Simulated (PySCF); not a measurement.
C4H8N (doublet state).
Geometry (GFN2-xTB, Å), atoms numbered from 1 in this order:
```
atom  x, y, z in Å
C1     2.0810   -0.4102   -0.4678
C2     0.6619   -0.2814   -0.0721
C3    -0.1178    0.8164   -0.3877
N4    -1.3699    1.0508   -0.1009
C5    -2.1390    0.1072    0.6419
H6     2.4154    0.4587   -1.0298
H7     2.2273   -1.3052   -1.0768
H8     2.7141   -0.5275    0.4148
H9     0.2391   -1.1012    0.4914
H10    0.3515    1.6153   -0.9566
H11   -1.7165   -0.0772    1.6368
H12   -3.1431    0.5159    0.7573
H13   -2.2084   -0.8611    0.1319
```

The hyperfine couplings belong to this conformer and change with its torsions.

As a line formula: `C[CH]/C=N\C` [radical].

Computed, not measured: UKS B3LYP, pcH-1 on C H N, non-relativistic, mean-field spin-orbit, GIAO (PySCF). The structure is a single GFN2-xTB conformer in the gas phase; no vibrational or solvent corrections. GFN2-xTB frequencies show an imaginary mode (51i cm⁻¹), so this geometry is no minimum at that level. A GFN2-xTB geometry isn't a minimum of the functional, and hyperfine couplings can be far from their values at a DFT geometry. Stability of the SCF solution: not tested. ⟨S²⟩ is 0.775 where a pure state has 0.75.

Principal values of hyperfine tensors in MHz (contact and dipolar terms together), for some of the nuclei:

```json
{"atom": "H8", "isotope": "1H", "A1": "78.77", "A2": "80.27", "A3": "89.06", "alike by the symmetry of this geometry": "H7"}
{"atom": "H13", "isotope": "1H", "A1": "59.55", "A2": "62.14", "A3": "68.83", "alike by the symmetry of this geometry": "H11"}
{"atom": "C2", "isotope": "13C", "A1": "3.17", "A2": "4.30", "A3": "162.24", "alike by the symmetry of this geometry": "none"}
{"atom": "C3", "isotope": "13C", "A1": "-74.06", "A2": "-35.06", "A3": "-26.75", "alike by the symmetry of this geometry": "none"}
{"atom": "H9", "isotope": "1H", "A1": "-64.14", "A2": "-42.92", "A3": "-17.33", "alike by the symmetry of this geometry": "none"}
{"atom": "C1", "isotope": "13C", "A1": "-25.01", "A2": "-22.25", "A3": "-21.35", "alike by the symmetry of this geometry": "none"}
{"atom": "N4", "isotope": "14N", "A1": "-4.05", "A2": "-3.95", "A3": "69.95", "alike by the symmetry of this geometry": "none"}
{"atom": "H10", "isotope": "1H", "A1": "2.70", "A2": "8.00", "A3": "14.75", "alike by the symmetry of this geometry": "none"}
```

(1) Split each tensor into its isotropic and traceless parts, and turn a_iso into mT with g = 2.0036.

(2) What spin density at the nucleus of C1 lies behind its contact coupling (g_N = 1.40482)?

(3) C5 (13C, g_N = 1.40482) isn't in the table. Its spin density at the nucleus is -0.01751 bohr⁻³. What is its contact coupling?

(4) Which nucleus of the table has the largest anisotropic coupling, and what is its form?

(5) What first-order splitting does H8 cause when the field lies along A1, A2 or A3 of its tensor (g taken as isotropic, no quadrupole term)?

Answers

(1) a_iso = (A1 + A2 + A3)/3, Ti = Ai − a_iso; 1 mT corresponds to 28.043 MHz.

| atom | a_iso (MHz) | a_iso (mT) | T1 | T2 | T3 |
| --- | --- | --- | --- | --- | --- |
| H8 | 82.70 | 2.949 | -3.93 | -2.43 | 6.36 |
| H13 | 63.50 | 2.265 | -3.96 | -1.37 | 5.32 |
| C2 | 56.57 | 2.017 | -53.40 | -52.27 | 105.67 |
| C3 | -45.29 | -1.615 | -28.77 | 10.23 | 18.54 |
| H9 | -41.47 | -1.479 | -22.68 | -1.46 | 24.13 |
| C1 | -22.87 | -0.815 | -2.14 | 0.62 | 1.52 |
| N4 | 20.65 | 0.736 | -24.70 | -24.60 | 49.30 |
| H10 | 8.48 | 0.302 | -5.78 | -0.49 | 6.27 |

(2) a_FC = 800.24 MHz bohr³ × g_N × ρ(0)/(2S). With a_FC = -22.87 MHz and 2S = 1, ρ(0) = -0.02034 bohr⁻³.

(3) By the same relation, a_FC = -19.69 MHz. Its full tensor has the principal values -21.03, -20.76, -17.27 MHz.

(4) C2: -53.4, -52.3, 105.7 MHz, axial, in the ratio −1:−1:+2, the form that spin in one p orbital centred on that nucleus gives.

(5) 2 lines (I = 1/2), spaced by |A_i|/(g × 13.996): 2.81, 2.86, 3.18 mT along the axes of A1, A2 and A3.
